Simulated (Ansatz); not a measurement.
Isolated molecules relaxed with PBE0-D4/def2-TZVP in Ansatz; ΔE leaves out vibrations. CCSD(T)/CBS adds triple-zeta CCSD(T) − MP2 to the extrapolated MP2 energy (def2 sets, frozen cores). DFT in def2-TZVPP. B3LYP here is the variant with VWN-RPA as its local correlation; programs differ in this.

Reaction (isomerisation): `C[C@@]1(F)C[C@H]1F` → `F[C@H]1C[C@@H](F)C1`

| level | ΔE (eV) |
| --- | --- |
| ωB97M-V | -0.31 |
| PBE0 | -0.31 |
| B3LYP | -0.27 |
| SCS-MP2/def2-TZVPP | -0.35 |
| CCSD/def2-TZVPP | -0.35 |
| CCSD(T)/def2-TZVPP | -0.35 |
| HF/def2-QZVPP | -0.33 |
| HF/CBS(def2) | -0.33 |

(1) What does CCSD(T)/CBS give? (Best estimate.)

Largest T1 diagnostic among the species: 0.011.

## Answers

(1) The calculation gave: -0.35 eV. The listed levels differ from it by 0.04, 0.04, 0.08, 0.00, 0.00, 0.00, 0.02, 0.02 eV.
